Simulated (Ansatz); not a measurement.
Tantalum, bcc: convergence with the plane-wave cutoff

Computed with Ansatz, r²SCAN, scalar-relativistic PAW, on the relaxed cell (a = 3.307 Å; spin not included). Errors count from a run at 500 eV on a Γ-centred 22×22×22 mesh with Fermi-Dirac smearing of 0.1 eV, extrapolated to zero width. Fixed here: mesh 13×13×13, Fermi-Dirac width 0.1 eV. The pressure holds a Pulay correction and is unreliable far below the recommended cutoff. The SCF starts from atomic densities corrected by a trained network.

| cutoff (eV) | E(σ→0) error (meV/atom) | P (GPa) | SCF iterations |
| --- | --- | --- | --- |
| 150 | 8931.3 | -21.55 | 6 |
| 200 | 1281.2 | -0.08 | 6 |
| 250 | 121.2 | 0.25 | 6 |
| 300 | 15.9 | 0.05 | 6 |
| 350 | 6.3 | 0.00 | 6 |
| 420 | 0.4 | -0.03 | 6 |
| 500 | -1.8 | 0.00 | 6 |
| 600 | -3.8 | 0.01 | 6 |
| 800 | -5.8 | -0.02 | 6 |

Within 5 meV/atom of the last row: from 500 eV on.
